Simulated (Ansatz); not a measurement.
# C₆H₆: one species, many methods

How much do the methods differ for C₆H₆? The plan is to run it at one geometry with functionals of several rungs and with coupled cluster, and see how far each lands from CCSD(T) at the basis-set limit for the atomisation energy.

The runs use Ansatz 0.2.0, Gaussian basis; functionals in def2-TZVPP, the program's frozen cores in correlated methods.

Levels to be run: LDA (SPW92), PBE-D4, revPBE-D4, BLYP-D4, r2SCAN-D4, B97M-V, PBE0-D4, B3LYP-D4, r2SCANh-D4, r2SCAN0-D4, HSE06-D4, BHLYP-D4, CAM-B3LYP-D4, LC-ωPBE, ωB97X-V, ωB97M-V, B2PLYP, PBE-QIDH; CCSD(T)/def2-SVP; CCSD(T)/def2-TZVPP; MP2/def2-QZVPP; extrapolation to the limit; RPA on PBE.

## 1. Structure used throughout

All runs share one geometry, relaxed beforehand with PBE0-D4 in a triple-zeta def2 set.

SMILES `C12C3C1C1C2C31`, 12 atoms, charge 0, spin multiplicity 1.

Atoms are counted from 1 here; the program's logs count them from 0.

Bond lengths: C1–C2 1.512 Å, C1–C3 1.512 Å, C1–C5 1.547 Å, C1–H7 1.081 Å, C2–C3 1.512 Å, C2–C6 1.547 Å, C2–H8 1.081 Å, C3–C4 1.547 Å, C3–H9 1.081 Å, C4–C5 1.512 Å, C4–C6 1.512 Å, C4–H10 1.081 Å, C5–C6 1.512 Å, C5–H11 1.081 Å, C6–H12 1.081 Å. Angles: C2–C1–C3 60.0°, C2–C1–C5 90.0°, C2–C1–H7 129.4°, C3–C1–C5 90.0°, C3–C1–H7 129.4°, C5–C1–H7 132.8°, C1–C2–C3 60.0°, C1–C2–C6 90.0°, C1–C2–H8 129.4°, C3–C2–C6 90.0°, C3–C2–H8 129.4°, C6–C2–H8 132.8°, C1–C3–C2 60.0°, C1–C3–C4 90.0°, C1–C3–H9 129.4°, C2–C3–C4 90.0°, C2–C3–H9 129.4°, C4–C3–H9 132.8° and more.

## 2. LDA

This LDA is Slater exchange with PW92 correlation.

in.yaml

```yaml
crystal:
  periodic: [false, false, false]
  atoms:
    - {symbol: C, position_ang: [-0.834175, -0.779334, -0.228605]}
    - {symbol: C, position_ang: [0.569451, -0.663472, -0.777682]}
    - {symbol: C, position_ang: [0.352103, -0.870247, 0.703897]}
    - {symbol: C, position_ang: [0.306636, 0.662584, 0.911165]}
    - {symbol: C, position_ang: [-0.879613, 0.753510, -0.021375]}
    - {symbol: C, position_ang: [0.524030, 0.869359, -0.570406]}
    - {symbol: H, position_ang: [-1.597188, -1.514530, -0.443157]}
    - {symbol: H, position_ang: [1.082095, -1.293386, -1.491221]}
    - {symbol: H, position_ang: [0.667226, -1.688075, 1.336816]}
    - {symbol: H, position_ang: [0.578547, 1.300057, 1.740878]}
    - {symbol: H, position_ang: [-1.685764, 1.473607, -0.039136]}
    - {symbol: H, position_ang: [0.993551, 1.694727, -1.087175]}
basis:
  gaussian: {orbitals: def2-TZVPP}
hamiltonian: {xc: lda}
output: {orbitals: {seedname: orbitals}}
```

The runs that follow: PBE-D4 (GGA); revPBE-D4 (GGA); BLYP-D4 (GGA); r2SCAN-D4 (meta-GGA); B97M-V (meta-GGA); PBE0-D4 (hybrid); B3LYP-D4 (hybrid); r2SCANh-D4 (hybrid); r2SCAN0-D4 (hybrid); HSE06-D4 (hybrid); BHLYP-D4 (hybrid); CAM-B3LYP-D4 (range-separated); LC-ωPBE-D4 (range-separated); ωB97X-V (range-separated); ωB97M-V (range-separated); B2PLYP (double hybrid); PBE-QIDH (double hybrid); CCSD(T) in def2-SVP; CCSD(T) in def2-TZVPP; MP2 in def2-QZVPP; RPA on PBE orbitals.

Before running them: what should the planned runs give, taken together? Wanted: atomisation energy, CCSD(T)/CBS; farthest beyond LDA; mean size of error, GGA; mean size of error, meta-GGA; mean size of error, hybrid; mean size of error, range-separated; mean size of error, double hybrid; gap, smallest and largest; T1 diagnostic.

As calculated:

```
                               quantity                                                    value
        atomisation energy, CCSD(T)/CBS                                                54.141 eV
    functionals within 0.271 eV (0.5 %)  BLYP-D4, B3LYP-D4, r2SCANh-D4, r2SCAN0-D4, CAM-B3LYP-D4
                    farthest beyond LDA                                       PBE-D4 (+2.461 eV)
                mean size of error, GGA                                                 1.206 eV
           mean size of error, meta-GGA                                                 0.501 eV
             mean size of error, hybrid                                                 0.877 eV
    mean size of error, range-separated                                                 0.606 eV
      mean size of error, double hybrid                                                 0.634 eV
              gap, smallest and largest                6.04 eV (LDA (SPW92)), 13.23 eV (LC-ωPBE)
                          T1 diagnostic                                                   0.0085
triples share of the correlation energy                                                    4.8 %
```

**Reading.** The LDA atomisation energy is off by 9.560 eV (18 %): it overbinds. PBE-D4 misses by +2.461 eV. Double hybrids carry the basis error of their MP2 part in triple zeta, and no dispersion term here, so their miss is partly the set-up's. By mean error the best rung here is meta-GGA (0.501 eV) and the worst beyond LDA is GGA (1.206 eV). The gap between the best rungs is small, so their order is not settled. The reference freezes the cores and leaves out relativity and excitations past (T), so misses under about 0.271 eV can't be ranked. Hartree-Fock recovers 72 % of the binding; the rest is correlation. CCSD(T) in def2-SVP is off by -1.906 eV, which most functionals beat. Orbital gaps span 6.0 to 13.2 eV; exact exchange widens them.
